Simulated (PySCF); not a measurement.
Species: C4H7 (doublet state).
Geometry (GFN2-xTB, Å), atoms numbered from 1 in this order:
```xyz
11
C4H7 angstrom
C      2.191   -0.091    0.300
C      0.984   -0.535    0.388
C     -0.166   -0.213   -0.560
C     -1.322    0.427    0.198
H      2.767    0.541   -0.335
H      0.692   -1.199    1.195
H      0.187    0.456   -1.346
H     -0.494   -1.148   -1.021
H     -1.002    1.355    0.666
H     -1.689   -0.241    0.974
H     -2.142    0.649   -0.484
```

The hyperfine couplings belong to this conformer and change with its torsions.

The species is `[H]/[C]=C\CC` [radical].

Method: UKS B3LYP, pcH-1 on C H, non-relativistic, mean-field spin-orbit, GIAO (PySCF 2.14.0). Isolated species at its GFN2-xTB geometry (one conformer only). Couplings are sensitive to structure, and on GFN2-xTB geometries they can be far from those on DFT ones. No stability test was run, so a lower SCF solution isn't excluded.

Q: Match the computed a_iso(13C) values +312.9, +83.5, -18.6, -5.8 MHz with the sites C1; C2; C3; C4.

A: 
```json
{"site": "C1", "a_iso (MHz)": "+312.9", "ρ(0) (bohr⁻³)": "+0.2783", "position": "largest spin population", "distance from C1 (Å)": "0.00", "spin population": "+1.04", "largest |T| (MHz)": "141.6"}
{"site": "C2", "a_iso (MHz)": "-18.6", "ρ(0) (bohr⁻³)": "-0.0165", "position": "1 bond from C1", "distance from C1 (Å)": "1.29", "spin population": "-0.17", "largest |T| (MHz)": "19.5"}
{"site": "C3", "a_iso (MHz)": "+83.5", "ρ(0) (bohr⁻³)": "+0.0743", "position": "2 bonds from C1", "distance from C1 (Å)": "2.51", "spin population": "+0.08", "largest |T| (MHz)": "16.7"}
{"site": "C4", "a_iso (MHz)": "-5.8", "ρ(0) (bohr⁻³)": "-0.0052", "position": "3 bonds from C1", "distance from C1 (Å)": "3.55", "spin population": "0.00", "largest |T| (MHz)": "1.2"}
```

Q: Match the computed a_iso(1H) values +111.7, +39.4, -5.3, +2.6 MHz (means over equivalent nuclei) with the sites H5; H6; H7/H8; H9/H10/H11.

A: 
```
      site  a_iso (MHz)  ρ(0) (bohr⁻³)                                         position  distance from C1 (Å)  bound to  spin population there  largest |T| (MHz)
        H5        +39.4        +0.0088                                   1 bond from C1                  1.07        C1                  +1.04               39.3
        H6       +111.7        +0.0250  2 bonds from C1, on C2 of spin population -0.17                  2.07        C2                  -0.17               11.9
     H7/H8         -5.3        -0.0012                                  3 bonds from C1                  2.91        C3                  +0.08                6.8
H9/H10/H11         +2.6        +0.0006                                  4 bonds from C1                  3.98        C4                   0.00                2.3
```

ρ(0) is the spin density at the nucleus and T the dipolar tensor; entries for several nuclei are means. Largest spin populations (Mulliken): C1 (+1.04), C2 (-0.17) and C3 (+0.08). C1 is the only atom above +0.15.

Nuclei that the bonding pattern makes equivalent are averaged, as if the motion that swaps them (rotation, inversion, ring flip) were fast. The three 1H nuclei of mean +2.6 MHz run from -0.1 to 5.7 MHz in the frozen geometry.
